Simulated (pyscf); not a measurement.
Optimised with ωB97X-D3(BJ)/def2-SVP in PySCF. Correlated levels are frozen-core, on RHF or UHF. ΔMP2 is the change of the MP2 total energy from the triple- to the quadruple-zeta basis.

For BH₂• + ammonia (NH₃) → H₂B–NH₂ + H atom (H•), a substitution at N (doublet surface; H–N broken, B–N formed), PBE/def2-TZVP gives ΔE‡ = -28.8 kcal/mol and ΔE = -36.7 kcal/mol (zero: the separated reactants). In which direction and how far do M06-2X/def2-TZVP, ωB97M-D3(BJ)/def2-TZVP, CCSD(T)/def2-TZVPP + ΔMP2(QZVPP) move these?

M06-2X: ΔE‡ = -19.9 kcal/mol, ΔE = -35.5 kcal/mol; ωB97M-D3(BJ): ΔE‡ = -19.9 kcal/mol, ΔE = -36.3 kcal/mol; CCSD(T): ΔE‡ = -15.9 kcal/mol, ΔE = -32.6 kcal/mol. PBE's barrier lies under all of them, by 8.9 to 12.9 kcal/mol. Its reaction energy lies under all of them, by 0.4 to 4.1 kcal/mol. Low barriers are usual for a GGA, whose delocalisation error favours stretched bonds. On the reactant side the descent ends in an adduct with a B–N contact, 36.0 kcal/mol under the separated species and 18.5 kcal/mol under the saddle at ωB97X-D3(BJ)/def2-TZVP. At PBE, M06-2X, ωB97M-D3(BJ)/def2-TZVP, CCSD(T) the saddle lies under the separated reactants, which points to a path from their complex (located at ωB97X-D3(BJ) alone). What is counted as formed (B–N) is already present as a longer contact in the reactant adduct; forming that adduct is a step of its own. One saddle was located; it need not be the lowest between these sides. The angle at the attacked N is 121°. The CCSD(T) − MP2 part came from Ansatz, without density fitting, on the same reference.
